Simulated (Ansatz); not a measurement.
Results of HSE06 in Ansatz (PAW) for 1T (CdI2-type) SnSe2.

Settings: plane-wave cutoff 460 eV, 9×9×4 k mesh (along the axes of the cell as run), Fermi–Dirac smearing 0.01 eV, scalar-relativistic PAW data made under PBE.

Cell (measured lattice):

```cif
data_Se2Sn
_chemical_formula_sum 'Sn1 Se2'
_space_group_name_H-M_alt 'P-3m1'
_space_group_IT_number 164
_space_group_name_Hall '-P 3 2"'
_cell_length_a 3.81100
_cell_length_b 3.81100
_cell_length_c 6.14000
_cell_angle_alpha 90.000
_cell_angle_beta 90.000
_cell_angle_gamma 120.000
loop_
_atom_site_label
_atom_site_type_symbol
_atom_site_symmetry_multiplicity
_atom_site_Wyckoff_symbol
_atom_site_fract_x
_atom_site_fract_y
_atom_site_fract_z
_atom_site_occupancy
Sn1 Sn 1 a 0.00000 0.00000 0.00000 1
Se1 Se 2 d 0.33333 0.66667 0.25869 1
```

**Question.** Give the computed band gap, smallest direct gap on the k points sampled and Γ–Γ gap.

**Answer.** 
band gap: 1.17 eV
smallest direct gap on the k points sampled: 1.84 eV
Γ–Γ gap: 1.88 eV

Measured, for comparison: band gap 0.98 eV (temperature not stated, no zero-point or thermal correction, indirect, our sources range from 0.98 to 1.06; as tabulated in Gonzalez and Oleynik (2016), arXiv:1609.04381).

Note: cell and atoms aren't relaxed at this level (largest force component 0.32 eV/Å, pressure 0.3 GPa).

Spin–orbit coupling is not included.

The computed numbers hold no vibrational or temperature effects.

The result took roughly 7 core-minutes.

Ansatz is an electronic-structure program.
